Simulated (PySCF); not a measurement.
# 2-butyne: NMR shifts and spin-spin couplings

Wanted: the NMR shifts and spin-spin couplings of 2-butyne (`CC#CC`), by calculation.

The runs use PySCF 2.14.0, with density-fitted response routines of our own; the level of theory stands in each step. All values are computed, except where a source is named. Atoms are numbered from 0 throughout.

## (1) The molecule as given

10 atoms, charge 0, multiplicity 1; geometry from: GFN2-xTB.

Bonds of the start (Å): C0–C1 1.45, C1–C2 1.20, C2–C3 1.45, C0–H4 1.09, C0–H5 1.09, C0–H6 1.09, C3–H7 1.09, C3–H8 1.09, C3–H9 1.09.

## (2) NMR shieldings: PBE0/pcSseg-1

The job: settings as JSON, then the geometry in Å.

```
{"job": {"kind": "nmr", "xc": "PBE0", "basis": "pcSseg-1"}, "charge": 0, "multiplicity": 1}
C      2.034310    -0.002374     0.234359
C      0.595798    -0.000270     0.067279
C     -0.594061     0.001099    -0.071656
C     -2.032586     0.003493    -0.238955
H      2.520201    -0.262695    -0.706045
H      2.376007     0.984361     0.547009
H      2.321625    -0.730928     0.992422
H     -2.475321    -0.821145     0.319813
H     -2.286721    -0.108696    -1.293025
H     -2.450369     0.941809     0.126271
```

Method: GIAO PBE0/pcSseg-1 NMR shielding, non-relativistic, gas phase.

**Question.** This job is followed by: B3LYP/pcJ-1 indirect spin-spin coupling, non-relativistic, gas phase. Predict these results of the whole session: 13C shifts against TMS (PBE0/pcSseg-1, means over atoms taken as alike); 1H shifts against TMS (PBE0/pcSseg-1, means over atoms taken as alike); largest coupling of the table (B3LYP/pcJ-1).

As calculated:

| quantity | value |
| --- | --- |
| 13C shifts against TMS (PBE0/pcSseg-1, means over atoms taken as alike) | 81.0, 4.8 ppm |
| 1H shifts against TMS (PBE0/pcSseg-1, means over atoms taken as alike) | 1.92 ppm |
| largest coupling of the table (B3LYP/pcJ-1) | 1J(C,C) C1–C2, 202.0 Hz |

In words: At PBE0/pcSseg-1: Shielding is most anisotropic at C1, C2 (span 253 ppm, paramagnetic term -158 ppm). Of the pairs tabulated at B3LYP/pcJ-1, C1–C2 couples most strongly (202.0 Hz; Fermi contact 194.0 Hz).
